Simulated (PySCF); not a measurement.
Geometries of 3 isomers of [C4H3O2]- (charge -1), from PBE0-D3(BJ)/def2-SVP geometry optimisation, gas phase (PySCF 2.14.0). One conformer each, no zero-point energy, no frequencies.

Task: Which isomer lies lowest at this level?
A.
```xyz
9
angstrom
C     -1.792    0.078   -0.298
C     -0.363   -0.014   -0.042
C      0.836   -0.096    0.171
C      2.333   -0.197    0.435
O      2.961    0.854    0.237
O      2.708   -1.318    0.810
H     -2.386   -0.435    0.480
H     -2.061   -0.388   -1.262
H     -2.145    1.125   -0.338
```
B.
```xyz
9
angstrom
O      2.413   -0.707    0.038
C      1.232   -0.360    0.017
C      0.539    0.871   -0.041
C     -0.860    0.593   -0.036
C     -1.000   -0.763    0.023
O      0.225   -1.361    0.056
H      1.027    1.843   -0.081
H     -1.679    1.316   -0.072
H     -1.870   -1.419    0.047
```
C.
```xyz
9
angstrom
C      1.860    0.312   -0.868
C      0.838   -0.130   -0.377
C     -0.385   -0.641    0.202
C     -1.630    0.377    0.055
O     -2.310    0.192   -0.962
O     -1.728    1.187    0.985
H      2.742    0.732   -1.310
H     -0.660   -1.586   -0.294
H     -0.229   -0.826    1.278
```

Result: B. That is `[O-]C1=CC=CO1`, 17.7 kcal/mol below the next.

```csv
SMILES,atoms numbered as above,E (Eh),relative (kcal/mol),relative (kJ/mol),dipole about centre of mass (D)
[O-]c1ccco1,[O-:1][c:2]1[cH:3][cH:4][cH:5][o:6]1,-304.12560,0.0,0.0,3.25
CC#CC(=O)[O-],[CH3:1][C:2]#[C:3][C:4](=[O:5])[O-:6],-304.09733,17.7,74.2,6.47
C#CCC(=O)[O-],[CH:1]#[C:2][CH2:3][C:4](=[O:5])[O-:6],-304.08939,22.7,95.1,4.35
```
